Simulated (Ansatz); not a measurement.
Cartesian coordinates in Å:
```
B -0.312 -0.509 0.125
C 0.466 0.761 -0.186
N 1.057 1.724 -0.422
H -1.005 -0.535 1.090
H -0.206 -1.441 -0.605
```

The species carries charge 0 and has multiplicity 1.

List the PBE0/def2-TZVPP orbital energies in eV (Ansatz 0.2.0). (Best estimate.)

Computed: Occupied: -392.18, -279.27, -186.34, -25.94, -17.36, -12.75, -11.73, -10.80, -10.60, -9.75. Lowest empty: -3.35, 0.39, 1.30, 1.80, 2.16, 2.54, 3.46, 4.12.
